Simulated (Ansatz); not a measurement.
Calculated with Ansatz (gas phase, PBE0-D4/def2-TZVP geometries, no zero-point term in ΔE). CCSD(T)/CBS is the MP2 limit (def2-TZVPP, def2-QZVPP) plus CCSD(T) − MP2 in def2-TZVPP, frozen cores. This one scheme is used for every species. Functionals use def2-TZVPP. Open shells (•) are unrestricted, without spin–orbit coupling. Each species was taken in one conformer, which may not be the lowest.

`OBCl` + `[CH3]`• → `O[B]Cl`• + CH₄  (hydrogen abstraction from a B–H bond)

Q: Is it downhill or uphill in electronic energy at CCSD(T)/CBS, and by how much? (Best estimate.)

A: The calculation gave: Nearly level: ΔE = -0.03 eV.

Q: What do these levels give: B2PLYP, PBE-QIDH, RPA@PBE/def2-TZVPP, MP2/def2-SVP, CCSD(T)/def2-SVP, CCSD(T)/def2-TZVPP? (An estimate is asked.)

A: Ansatz gave: B2PLYP -0.04, PBE-QIDH -0.06, RPA@PBE/def2-TZVPP -0.05, MP2/def2-SVP -0.09, CCSD(T)/def2-SVP -0.04, CCSD(T)/def2-TZVPP -0.02 eV.

Largest T1 diagnostic among the species: 0.015.

In def2-TZVPP, CCSD(T) changes the Hartree–Fock value by −0.21 eV (the triples alone add −0.04 eV) and MP2 by −0.27 eV. From PBE to PBE0 (25 % exact exchange), in def2-TZVPP and without D4, ΔE moves by +0.08 eV.
